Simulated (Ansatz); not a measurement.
## AlClH3N, SMILES [NH2][AlH][Cl]: a rigid scan of one bond length, step by step

With Ansatz 0.2.0, Python API.

Input file `alclh3n.xyz`:
```text
6

N    -0.92830    0.03150   -0.66390
Al    0.42780   -0.13400    0.59800
Cl    1.41990   -2.07880    0.79420
H    -1.19710    1.08850   -0.64400
H    -0.55500   -0.09270   -1.63590
H     0.87480    1.12140    1.50530
```

Notebook, run cell by cell (the value of a cell's last expression is shown):

In [1]:
```python
import ansatz as az
import numpy as np
```

In [2]:
```python
molecule = az.Crystal.molecule_from_extxyz("alclh3n.xyz")

symbols = [site.symbol for site in molecule.cartesian_sites]
start = np.array([site.position_ang for site in molecule.cartesian_sites])
axis = (start[4] - start[0]) / np.linalg.norm(start[4] - start[0])
moving = [4]
lengths, energies = [0.923, 0.965, 1.007, 1.049, 1.091, 1.132, 1.174, 1.237], []
for length in lengths:
    xyz = start.copy()
    xyz[moving] += (length - np.linalg.norm(start[4] - start[0])) * axis
    point = az.Crystal.molecule()
    for symbol, place in zip(symbols, xyz):
        point = point.atom(symbol, place.tolist())
    setup = point.calculation()
    setup = setup.basis(gaussian="def2-SVP")
    setup = setup.functional("CAM-B3LYP")
    r = setup.run(threads=1).report
    energies.append(r["free_energy_ev"])
    print(f"r = {length:6.3f} A  E = {energies[-1]:.5f} eV  <S^2> = {abs(r['mean_field']['state']['spin_squared']):.3f}")

# quartic fit about the minimum
fit = np.polynomial.Polynomial.fit(lengths, np.array(energies) - min(energies), 4).convert()
roots = [r.real for r in fit.deriv().roots() if abs(r.imag) < 1e-9 and fit.deriv(2)(r.real) > 0]
r_e = min(roots, key=lambda r: abs(r - lengths[int(np.argmin(energies))]))
print(f"minimum of the fit at {r_e:.4f} A, force constant {fit.deriv(2)(r_e):.2f} eV/A^2")
```
```text
r =  0.923 A  E = -20652.98481 eV  <S^2> = 0.000
r =  0.965 A  E = -20653.17355 eV  <S^2> = 0.000
r =  1.007 A  E = -20653.25127 eV  <S^2> = 0.000
r =  1.049 A  E = -20653.24354 eV  <S^2> = 0.000
r =  1.091 A  E = -20653.17045 eV  <S^2> = 0.000
r =  1.132 A  E = -20653.05112 eV  <S^2> = 0.000
r =  1.174 A  E = -20652.89192 eV  <S^2> = 0.000
r =  1.237 A  E = -20652.60361 eV  <S^2> = 0.000
minimum of the fit at 1.0233 A, force constant 43.87 eV/A^2
```

Total energies depend on the basis set; only differences at equal settings carry meaning. The rest of the molecule is held rigid at a force-field or estimated start geometry, and the basis set is modest; single-reference methods fail as a bond breaks. The orbitals are restricted, so S² is zero by construction. Finished in 11 s on 1 thread of Intel(R) Xeon(R) Processor @ 2.30GHz, with other jobs on the host, peak memory 0.24 GiB.
